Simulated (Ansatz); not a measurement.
A basis-limit estimate, worked out

An elementary step of CH$_{7}$BS, singlet (BH₃S ([BH2][SH]) + CH₄ → CH₅B ([BH2][CH3]) + H₂S (still joined by a long B–S bond); bonds formed: B1–C6, S2–H5; bonds broken: H5–C6; bonds weakened to dative contacts: B1–S2). “Start” is the structure reached by relaxing down from the saddle towards the reactants; PBE0-D4/def2-TZVP structures. The saddle:

```xyz
10
angstrom
B -0.4239 -0.4158 -0.5688
S -0.8362 1.5235 -1.0372
H 0.3014 -0.8616 -1.4043
H -1.5103 -0.8770 -0.3800
H -0.1359 0.7109 0.1754
C 0.4206 -0.3979 0.9456
H 0.3720 1.8471 -1.5272
H 0.4563 -1.4853 1.0392
H -0.0908 -0.0169 1.8333
H 1.4468 -0.0271 0.9241
```

Ansatz 0.2.0; basis: def2-TZVPP and def2-QZVPP; cores frozen in the correlated methods.

Energies in eV:

| quantity | saddle | start |
| --- | --- | --- |
| Hartree–Fock, triple zeta (X = 3) | -12629.11585 | -12631.78416 |
| Hartree–Fock, quadruple zeta (X = 4) | -12629.52210 | -12632.18662 |
| MP2 correlation, X = 3 | -14.23477 | -13.23232 |
| MP2 correlation, X = 4 | -15.18818 | -14.16426 |
| CCSD(T) correlation, X = 3 | -16.09193 | -15.22685 |

Question: Work out the barrier at the basis limit: extrapolate Hartree–Fock as E(X) = E∞ + A exp(−7.88 √X) and the MP2 correlation as E(X) = E∞ + B X^−2.97 (the exponents that Neese and Valeev fitted for def2-TZVPP and QZVPP), then add CCSD(T) − MP2 in triple zeta.

Answer: Each step is linear, so take the differences first (saddle − start): Hartree–Fock 2.66831 (X = 3) and 2.66452 (X = 4); MP2 correlation -1.00245 and -1.02392; CCSD(T) correlation -0.86508.
Two points give E∞ = E(4) + w [E(4) − E(3)], with w = 1/(exp(7.88 (2 − √3)) − 1) = 0.1377 for Hartree–Fock and w = 1/((4/3)^2.97 − 1) = 0.7407 for the correlation.
Hartree–Fock: 2.66452 + 0.1377 × (-0.00379) = 2.6640 eV.
MP2 correlation: -1.02392 + 0.7407 × (-0.02147) = -1.0398 eV.
CCSD(T) − MP2: -0.86508 − (-1.00245) = 0.1374 eV.
Sum: 2.6640 + (-1.0398) + 0.1374 = 1.7616 eV, or 40.62 kcal/mol. Plain CCSD(T) in triple zeta gives 1.8032 eV, so the larger basis shifts the result by -0.0416 eV.

The T1 diagnostic stays at or below 0.013.

Labels in which every atom is bracketed show which atoms are joined, not bond orders.

For scale, one of the runs: CCSD(T)/def2-TZVPP, 202 basis functions, launched by `ansatz run in.yaml --threads 2 --pin off --events-out ev --progress --plain --max-ram 4352MiB`. Time: 38 s of wall clock on 2 CPU threads of an Intel Xeon Platinum 8259CL; the host was shared. Peak host memory: 2.5 GiB.
